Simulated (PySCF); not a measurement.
## `N[C@H]1[C@@H](C)C1`, C$_{4}$H$_{9}$N

Molfile (atoms numbered from 1):
```
C4H9N
     RDKit          3D

 14 14  0  0  0  0  0  0  0  0999 V2000
    1.4598   -0.6327   -0.3878 C   0  0  0  0  0  0  0  0  0  0  0  0
    0.3774   -0.4385    0.6420 C   0  0  1  0  0  0  0  0  0  0  0  0
   -0.0824    0.9509    0.9760 C   0  0  0  0  0  0  0  0  0  0  0  0
   -0.9880    0.0245    0.2159 C   0  0  1  0  0  0  0  0  0  0  0  0
   -1.1918    0.3085   -1.1768 N   0  0  0  0  0  0  0  0  0  0  0  0
    1.4442   -1.6512   -0.7720 H   0  0  0  0  0  0  0  0  0  0  0  0
    2.4385   -0.4467    0.0510 H   0  0  0  0  0  0  0  0  0  0  0  0
    1.3033    0.0534   -1.2147 H   0  0  0  0  0  0  0  0  0  0  0  0
    0.4105   -1.1495    1.4596 H   0  0  0  0  0  0  0  0  0  0  0  0
   -0.3268    1.1957    1.9984 H   0  0  0  0  0  0  0  0  0  0  0  0
    0.3577    1.7608    0.4160 H   0  0  0  0  0  0  0  0  0  0  0  0
   -1.8390   -0.3891    0.7647 H   0  0  0  0  0  0  0  0  0  0  0  0
   -1.4009   -0.5413   -1.6901 H   0  0  0  0  0  0  0  0  0  0  0  0
   -1.9632    0.9546   -1.3043 H   0  0  0  0  0  0  0  0  0  0  0  0
  1  2  1  0
  2  3  1  0
  3  4  1  0
  4  5  1  0
  4  2  1  0
  1  6  1  0
  1  7  1  0
  1  8  1  0
  2  9  1  1
  3 10  1  0
  3 11  1  0
  4 12  1  1
  5 13  1  0
  5 14  1  0
M  END
```

Theory: TDDFT PBE0/def2-SVPD circular dichroism and optical rotation, one conformer, gas phase (PySCF). Geometry: GFN2-xTB.

The molecule is flexible and this is one conformer; a measurement averages over conformers. States above about 6.8 eV (minus the energy of the highest occupied orbital) lie near or above the ionisation threshold and depend on the basis.

Task: Draw the ECD and absorption spectra from the lowest 16 states, each a Gaussian of half-width 0.35 eV at 1/e height.

Result: 
| E (eV) | λ (nm) | Δε (L mol⁻¹ cm⁻¹) | ε (L mol⁻¹ cm⁻¹) |
| --- | --- | --- | --- |
| 5.79 | 214 | +0.21 | 70.3 |
| 5.89 | 210 | +0.44 | 147 |
| 5.99 | 207 | +0.77 | 259 |
| 6.09 | 204 | +1.16 | 390 |
| 6.19 | 200 | +1.48 | 499 |
| 6.29 | 197 | +1.61 | 543 |
| 6.39 | 194 | +1.50 | 506 |
| 6.49 | 191 | +1.22 | 417 |
| 6.59 | 188 | +0.95 | 337 |
| 6.69 | 185 | +0.87 | 343 |
| 6.79 | 183 | +1.15 | 495 |
| 6.89 | 180 | +1.84 | 815 |
| 6.99 | 177 | +2.86 | 1260 |
| 7.09 | 175 | +4.02 | 1730 |
| 7.19 | 172 | +5.02 | 2060 |
| 7.29 | 170 | +5.57 | 2140 |
| 7.39 | 168 | +5.48 | 1940 |
| 7.49 | 166 | +4.68 | 1560 |
| 7.59 | 163 | +3.30 | 1160 |
| 7.69 | 161 | +1.57 | 894 |
| 7.79 | 159 | -0.16 | 886 |
| 7.89 | 157 | -1.58 | 1190 |
| 7.99 | 155 | -2.49 | 1790 |
| 8.09 | 153 | -2.92 | 2560 |
| 8.19 | 151 | -3.18 | 3320 |
| 8.29 | 150 | -3.80 | 3850 |
| 8.39 | 148 | -5.53 | 4040 |
| 8.49 | 146 | -9.00 | 3980 |
| 8.59 | 144 | -14.20 | 3850 |
| 8.69 | 143 | -19.89 | 3800 |
| 8.79 | 141 | -23.83 | 3780 |

Δε uses R in velocity form, ε uses f in length form. Only the states computed contribute, so the short-wavelength end is incomplete.
